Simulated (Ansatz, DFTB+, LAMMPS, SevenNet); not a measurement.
fcc Au, equilibrium lattice constant a

Reference value: 4.062 Å (measured, static lattice: zero-point anharmonic expansion removed; as tabulated in Mejia-Rodriguez and Trickey (2018), arXiv:1807.09216).

What do Lennard-Jones uff-vdw, GFN1-xTB as cut by DFTB+, SevenNet-l3i5, LDA, PBE, rVV10, HSE06 give, and how far is each from the reference?


| level (code) | value (Å) | error (%) |
|---|---|---|
| Lennard-Jones uff-vdw (LAMMPS) | 4.526 | +11.4 |
| GFN1-xTB as cut by DFTB+ | 4.246 | +4.53 |
| SevenNet-l3i5 | 4.170 | +2.66 |
| LDA (Ansatz) | 4.047 | -0.37 |
| PBE (Ansatz) | 4.158 | +2.36 |
| rVV10 (Ansatz) | 4.198 | +3.35 |
| HSE06 (Ansatz) | 4.126 | +1.58 |

Leaving aside Lennard-Jones uff-vdw (doubt noted below): Of the ranked levels LDA (-0.37 %) comes nearest. Farthest off among them: GFN1-xTB as cut by DFTB+ (+4.53 %). Of the ranked levels only LDA lands within 0.5 %.

Density-functional levels without +SOC have no spin–orbit coupling. Lennard-Jones uff-vdw: the cell moved over 20 % in volume from its start. Lennard-Jones uff-vdw: this is a force field's van der Waals term alone, without bonds or charges. GFN1-xTB as cut by DFTB+: the method was fitted mainly to molecules. GFN1-xTB as cut by DFTB+: codes differ in how they cut the long-range tail of xTB's charge interaction in a crystal, so the value belongs to this code. Cutoffs and k meshes differ between the levels. Ansatz's density-functional and Hartree–Fock values are scalar-relativistic unless marked +SOC, with PAW data made under PBE.

Machine-learned potentials (SevenNet-l3i5) are trained on DFT data: a solid inside that data is no test of them.

Differences are worked out from the printed values.

Ansatz is a program for electronic structure.
